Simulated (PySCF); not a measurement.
# Computed NMR parameters against published values

Mapped SMILES: `[N:1]#[C:2][C:3]([F:4])([F:5])[F:6]`.

PySCF calculation with PBE0-D3(BJ)/def2-SVP structure and NMR shieldings at PBE/pcSseg-2/GIAO; rapidly exchanging positions averaged, one conformer, no solvent, no relativistic terms.

Reference values: measured (gas, 300 K; M. E. Harding, PhD thesis, Mainz 2008 (Harding, Lenhart, Auer, Gauss, JCP 2008, 128, 244111)).
```csv
atoms,quantity,reference,computed
F4/F5/F6,σ 19F,251.7,220.1
```

Reference values: CCSD(T)/13s9p4d3f + vibration and temperature (MP2) (gas, 300 K; M. E. Harding, PhD thesis, Mainz 2008 (Harding, Lenhart, Auer, Gauss, JCP 2008, 128, 244111)).
| atoms | quantity | reference | computed |
| --- | --- | --- | --- |
| F4/F5/F6 | σ 19F | 253.7 | 220.1 |

Absolute shieldings are compared as such; zero-point and thermal motion, absent here, lowers them by some tenths of a ppm for H, a few ppm for C and up to about 10 ppm for F.

**Question.** How far are the unscaled 19F shieldings from the references?

**Answer.** Mean signed difference -32.60 ppm, mean absolute 32.60 ppm over 2 comparisons; the largest is -33.6 ppm at F4/F5/F6 (fluorine of a CF3 group).

2 of the 5 published NMR values on file for this molecule are compared. The rest: values from further sources, other calculations.
